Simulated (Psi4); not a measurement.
Process, species as SMILES: C=CCl + 3 [H][H] (H2) → 2 C (CH4) + Cl (HCl)
B3LYP-D3(BJ)/def2-TZVP geometries, fixed; electronic energies without zero-point terms.

Basis-set convergence of the energy of full hydrogenation at HF with Psi4. Cartesian d functions, on some or all atoms, in 6-31G**; all else is spherical. Density fitting with the program's default auxiliary sets. Psi4's default fitting sets serve the pcseg sets less well. No added dispersion term, no relativity. Functions are those of the species that has most. Reference: the value in def2-QZVPP, -83.18 kcal/mol.

| basis | functions | energy of full hydrogenation (kcal/mol) |
|---|---|---|
| STO-3G | 22 | -101.51 |
| 6-31G | 37 | -86.62 |
| pcseg-0 | 37 | -93.21 |
| pcseg-1 | 61 | -87.54 |
| 6-31G** | 64 | -85.92 |
| 6-311G** | 80 | ___ |
| aug-pcseg-1 | 100 | -86.95 |
| aug-cc-pV(D+d)Z | 105 | -86.31 |
| def2-TZVP | 117 | -82.56 |
| 6-311++G(2d,2p) | 119 | -84.75 |
| pcseg-2 | 136 | -83.87 |
| cc-pV(T+d)Z | 141 | -83.60 |
| def2-TZVPP | 146 | ___ |
| def2-TZVPD | 147 | ___ |
| jun-cc-pV(T+d)Z | 168 | -83.64 |
| aug-pcseg-2 | 211 | ___ |
| cc-pV(Q+d)Z | 264 | -83.18 |
| def2-QZVPP | 274 | -83.18 |

What belongs in the gaps?


- 6-311G**, energy of full hydrogenation (kcal/mol): -85.71
- def2-TZVPP, energy of full hydrogenation (kcal/mol): -83.38
- def2-TZVPD, energy of full hydrogenation (kcal/mol): -82.66
- aug-pcseg-2, energy of full hydrogenation (kcal/mol): -83.57
